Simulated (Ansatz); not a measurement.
## HS, doublet: reading a ladder of total energies

Geometry: MP2(full)/6-31G*, from the G2/97 set.

```xyz
2

S     0.0000    0.0000    0.0000
H     0.0000    0.0000    1.3444
```

Basis 6-31G* (Cartesian d functions); Ansatz 0.2.0. Only valence electrons are correlated (noble-gas cores frozen), which leaves 7 electrons in 16 orbitals. R marks a restricted (for open shells ROHF) determinant, U an unrestricted one.

Full CI is exact within this basis and frozen core; it isn't the basis-set limit. The frozen core follows each run's orbitals, which can shift R against U totals by a few meV.

Runs differ by some tens of microhartree through their thresholds and, for an open shell, their frozen cores, so steps under 0.1 kcal/mol mean nothing.

| level | total energy (hartree) |
| --- | --- |
| UHF | -398.064290 |
| UMP2 | -398.161940 |
| UCCSD | -398.182485 |
| UCCSD(T) | -398.184569 |
| UCCSDT | -398.184975 |
| UCCSDT(Q) | -398.185050 |
| UCCSDTQ | -398.185062 |
| full CI | -398.185051 |

Q: What is the correlation energy at full CI, and what share of it do UMP2 and UCCSD recover?

A: E(corr) = -398.185051 − (-398.064290) = -0.120761 hartree = -3.286 eV. UMP2: -0.097650 / -0.120761 = 80.86 %. UCCSD: -0.118195 / -0.120761 = 97.88 %.

Q: By how many kcal/mol does UCCSD(T) miss full CI (1 hartree = 627.509 kcal/mol), and which steps make up the rest?

A: -398.184569 − (-398.185051) = 0.000482 hartree = 0.30 kcal/mol. Steps: UCCSDT − UCCSD(T) = -0.25, UCCSDT(Q) − UCCSDT = -0.05, UCCSDTQ − UCCSDT(Q) = -0.01, full CI − UCCSDTQ = 0.01 kcal/mol. That is within 1 kcal/mol of the reference in this basis, which itself misses far more of the correlation at the basis-set limit.
